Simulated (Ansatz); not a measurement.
Ansatz results at the PBE0-D4/def2-TZVP geometry: size of the dipole moment (B3LYP/def2-TZVPP) 2.10 D; HOMO–LUMO gap (PBE0/def2-TZVPP) 7.95 eV; HOMO–LUMO gap (B3LYP/def2-TZVPP) 7.36 eV.

Each molecule was computed in one conformer, which needn't be the lowest.

Which molecule gave them?
A. `CN(C)C=O`
B. `CCC(C)(C)S`
C. `C=C(O)NC`
D. `NCC1CO1`

D. The others give `CN(C)C=O`: 4.00, 7.78, 7.29; `C=C(O)NC`: 0.93, 6.84, 6.27; `CCC(C)(C)S`: 1.64, 7.32, 6.81.

B3LYP here is the variant with VWN-RPA as its local correlation; programs differ in this.
